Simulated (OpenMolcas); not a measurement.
**A workflow on [PH2]− (phosphanide)**

Aim: a series of 9 runs (HF/6-31G, CASSCF(8,6)/6-31G, CASPT2(8,6)/6-31G, CASPT2[IPEA 0](8,6)/6-31G, SC-NEVPT2(8,6)/6-31G, PC-NEVPT2(8,6)/6-31G, MC-PDFT[tPBE](8,6)/6-31G, MRCI(8,6)/6-31G, and more) of [PH2]− (phosphanide). 

Program for the calculation: OpenMolcas 26.06.

4 further runs of the same task are left out: 4 set aside as unsound or not needed.

**1. The system as given**

The species is [PH2]− (3 atoms), meant as a singlet with charge -1. SMILES: `[PH2-]`. The P1–H3 distance was set to 2.354 Å, away from the relaxed value. At this shape a bond of the SMILES string is far longer than usual.

Bond lengths: P1–H2 1.345 Å. A long bond or contact: P1–H3 2.354 Å.

**2. A single-point energy at HF/6-31G (run 1)**

step1.inp reads:

```
&GATEWAY
 BasLib=$CurrDir
 Coord
 3
 angstrom
 P        1.326447       0.008708       0.736450
 H        0.933117       1.292508       0.656530
 H       -0.604500      -0.696650      -0.410180
 Basis=6-31G
 Group=NoSym

&SEWARD

&SCF
 Charge=-1
 PrOrbitals=1 1
```

The basis set 6-31G is read from a file made from the Basis Set Exchange's data (not shown).

On the command line:

```console
$ export MOLCAS_MEM=1860
$ pymolcas step1.inp > step1.log
```

The program printed:

```text
--- Start Module: gateway ---
[...]
--- Stop Module: gateway /rc=_RC_ALL_IS_WELL_ ---
--- Start Module: seward ---
[...]
      Basis functions           17
--- Stop Module: seward /rc=_RC_ALL_IS_WELL_ ---
--- Start Module: scf ---
[...]
       Convergence after  13 Iterations
[...]
::    Total SCF energy                               -341.7244141263
[...]
      Total spin, S                                     0.0000000000
[...]
      Total electronic charge=   18.000000
      Total            charge=   -1.000000
[...]
      Dipole Moment (debye):
      Origin of the operator (angstrom)=    1.2554    0.0264    0.6990
                   X=  2.4775E+00               Y=  1.8961E+00               Z=  1.5778E+00           Total=  3.4961E+00
      Center of Charge (angstrom)
[...]
--- Stop Module: scf /rc=_RC_ALL_IS_WELL_ ---
[...]
```

Run time: 1.6 s. Hardware: 1 thread of Arm Neoverse V1, shared host; peak memory 0.37 GiB.

**3. The energy at CASSCF(8,6)/6-31G (run 2)**

step2.input reads:

```
* H2P CASSCF

&GATEWAY
  BASLIB=$CurrDir
  COORD
  3
  angstrom
  P        1.326447       0.008708       0.736450
  H        0.933117       1.292508       0.656530
  H       -0.604500      -0.696650      -0.410180
  BASIS=6-31G
  GROUP=NoSym

&SEWARD

&RASSCF
  FILEORB=$CurrDir/step1.ScfOrb
  SPIN=1
  NACTEL=8 0 0
  INACTIVE=5
  RAS2=6
  ORBLISTING=Nothing
```

The basis set 6-31G is read from a file made from the Basis Set Exchange's data (not shown).

On the command line:

```console
$ export MOLCAS_MEM=1860
$ pymolcas step2.input > step2.log
```

The program printed:

```text
--- Start Module: gateway ---
[...]
--- Stop Module: gateway /rc=_RC_ALL_IS_WELL_ ---
--- Start Module: seward ---
[...]
      Basis functions           17
--- Stop Module: seward /rc=_RC_ALL_IS_WELL_ ---
--- Start Module: rasscf ---
[...]
      Number of active orbitals                  6
[...]
      Spin quantum number                      0.0
[...]
      Active orbitals                            6
[...]
      Number of CSFs                           105
[...]
      Number of root(s) required                 1
[...]
      Convergence after 12 iterations
[...]
      printout of CI-coefficients larger than  0.05 for root  1
      energy=    -341.781622
      conf/sym  111111     Coeff  Weight
             1  222200  -0.94890 0.90041
            31  220220   0.29153 0.08499
            52  202202   0.10109 0.01022
      Natural orbitals and occupation numbers for root  1
      sym 1:   1.996384   1.976848   1.826917   1.998530   0.176461   0.024860
      ************************************************************************************************************************
      *                                                    Final results                                                     *
[...]
::    RASSCF root number  1 Total energy:   -341.78162228
[...]
      Total electronic charge=   18.000000
      Total            charge=   -1.000000
[...]
      Dipole Moment (debye):
      Origin of the operator (angstrom)=    1.2554    0.0264    0.6990
                   X=  1.0563E+00               Y=  1.4093E+00               Z=  7.3739E-01           Total=  1.9094E+00
      Center of Charge (angstrom)
[...]
--- Stop Module: rasscf /rc=_RC_ALL_IS_WELL_ ---
[...]
```

Run time: 1.8 s. Hardware: 1 thread of Arm Neoverse V1, shared host; peak memory 0.37 GiB.

Runs 3 to 8 aren't shown in full; the table further down has their settings and results.

**4. The energy at MRACPF(8,6)/6-31G (run 9)**

step9.inp reads:

```
* H2P MR-ACPF

&GATEWAY
 BASLIB = $CurrDir
 COORD
 3
 angstrom
 P        1.326447       0.008708       0.736450
 H        0.933117       1.292508       0.656530
 H       -0.604500      -0.696650      -0.410180
 BASIS = 6-31G
 GROUP = NoSym

&SEWARD

&RASSCF
 FILEORB = $CurrDir/step2.RasOrb
 SPIN = 1
 NACTEL = 8 0 0
 INACTIVE = 5
 RAS2 = 6
 ORBLISTING = Nothing

&MOTRA
 LUMORB
 FROZEN = 5

&GUGA
 ELECTRONS = 8
 SPIN = 1
 INACTIVE = 0
 ACTIVE = 6
 CIALL = 1

&MRCI
 ACPF
```

The basis set 6-31G is read from a file made from the Basis Set Exchange's data (not shown).

On the command line:

```console
$ export MOLCAS_MEM=1860
$ pymolcas step9.inp > step9.log
```

The program printed:

```text
--- Start Module: gateway ---
[...]
--- Stop Module: gateway /rc=_RC_ALL_IS_WELL_ ---
[...]
      Basis functions           17
[...]
      Number of active orbitals                  6
[...]
      Spin quantum number                      0.0
[...]
      Active orbitals                            6
[...]
      Number of CSFs                           105
[...]
      Number of root(s) required                 1
[...]
      Convergence after  4 iterations
[...]
      printout of CI-coefficients larger than  0.05 for root  1
      energy=    -341.781622
      conf/sym  111111     Coeff  Weight
             1  222200  -0.94890 0.90041
            31  220220   0.29153 0.08499
            52  202202   0.10109 0.01022
      Natural orbitals and occupation numbers for root  1
      sym 1:   1.996384   1.976848   1.826917   1.998530   0.176461   0.024860
      ************************************************************************************************************************
      *                                                    Final results                                                     *
[...]
::    RASSCF root number  1 Total energy:   -341.78162228
[...]
      Dipole Moment (debye):
      Origin of the operator (angstrom)=    1.2554    0.0264    0.6990
                   X=  1.0563E+00               Y=  1.4093E+00               Z=  7.3740E-01           Total=  1.9094E+00
      Center of Charge (angstrom)
[...]
--- Start Module: guga ---
[...]
--- Start Module: mrci ---
[...]
       USE THE DEFAULT ACPF G-VALUE GFAC=  0.25000000000000000
[...]
    MR ACPF CALCULATION.
[...]
            REFERENCE CI ENERGY:  -341.78162228
[...]
        ACPF CORRELATION ENERGY:    -0.03626676
                    ACPF ENERGY:  -341.81788904
[...]
      Total electronic charge=   18.000000
      Total            charge=   -1.000000
[...]
  ACPF State   1     Total energy:   -341.81788904
[...]
```

Run time: 1.9 s. Hardware: 1 thread of Arm Neoverse V1, shared host; peak memory 0.37 GiB.

**5. The series**

```csv
run,level,active rule,inactive,energy (Eh),wall time
1,HF/6-31G,–,–,-341.724414,1.6 s
2,"CASSCF(8,6)/6-31G",full valence,5,-341.781622,1.8 s
3,"CASPT2(8,6)/6-31G",full valence,5,-341.810484,1.7 s
4,"CASPT2[IPEA 0](8,6)/6-31G",full valence,5,-341.811007,1.7 s
5,"SC-NEVPT2(8,6)/6-31G",full valence,5,-341.806926,1.8 s
6,"PC-NEVPT2(8,6)/6-31G",full valence,5,-341.807569,1.7 s
7,"MC-PDFT[tPBE](8,6)/6-31G",full valence,5,-342.241054,1.9 s
8,"MRCI(8,6)/6-31G",full valence,5,-341.817199,1.9 s
9,"MRACPF(8,6)/6-31G",full valence,5,-341.817889,1.9 s
```

**6. Summary of results**

| quantity | value |
| --- | --- |
| run 9, MRACPF(8,6)/6-31G: total energy | -341.81789 Eh |

Below the HF energy at the same shape and in the same basis (6-31G): CASSCF(8,6) -57.2 mEh; CASPT2(8,6) -86.1 mEh; CASPT2[IPEA 0](8,6) -86.6 mEh; SC-NEVPT2(8,6) -82.5 mEh; PC-NEVPT2(8,6) -83.2 mEh; MRCI(8,6) -92.8 mEh. Active-space methods hold only the correlation inside their space unless a perturbation or CI step follows. All runs together took 16 s, the longest 1.9 s.
